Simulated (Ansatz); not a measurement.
# BH4N: the cost of one run

Program: Ansatz 0.2.0, Gaussian basis. Level of theory: the settings change from run to run. These are calculated values, not measurements.

**1. The geometry**

The geometry is a PBE0/def2-TZVP stationary point (not a proven minimum) with its atoms shifted at random (size 0.100 Å).

6 atoms, charge 0, spin multiplicity 1.

Atoms are counted from 1 here; the program's logs count them from 0.

Bond lengths: B1–N2 1.383 Å, B1–H3 1.181 Å, B1–H4 1.277 Å, N2–H5 0.979 Å, N2–H6 1.135 Å. Angles: N2–B1–H3 118.5°, N2–B1–H4 118.2°, H3–B1–H4 122.0°, B1–N2–H5 130.6°, B1–N2–H6 121.5°, H5–N2–H6 104.0°.

As a file:

```xyz
6
BH4N
B     0.0862    0.0057    0.7657
N    -0.0787    0.0141   -0.6077
H    -0.0020    1.0286    1.3495
H     0.0811   -1.1205    1.3677
H    -0.0220    0.7486   -1.2518
H     0.1115   -0.9138   -1.2329
```

**2. CISD/cc-pVDZ**

Contents of in.yaml:

```yaml
crystal:
  periodic: [false, false, false]
  atoms:
    - {symbol: B, position_ang: [0.086207, 0.005717, 0.765667]}
    - {symbol: N, position_ang: [-0.078667, 0.014091, -0.607710]}
    - {symbol: H, position_ang: [-0.002047, 1.028571, 1.349495]}
    - {symbol: H, position_ang: [0.081062, -1.120506, 1.367709]}
    - {symbol: H, position_ang: [-0.021997, 0.748616, -1.251818]}
    - {symbol: H, position_ang: [0.111533, -0.913823, -1.232852]}
basis:
  gaussian: {orbitals: cc-pVDZ}
correlation: {active_space: {ras: {orbitals: [8, 0, 40], electrons: 16, max_holes: 2, max_particles: 2}, fixed_orbitals: true}}
scf: {lower_state_search: full}
output: {forces: true}
```

Started as:

```
$ ansatz run in.yaml --threads 1 --pin off --events-out ev --progress --plain --max-ram 2176MiB
```

What time and memory should one allow on 1 thread of Arm Neoverse V1, shared host?

About 6.5 s, with a peak of 0.29 GiB.
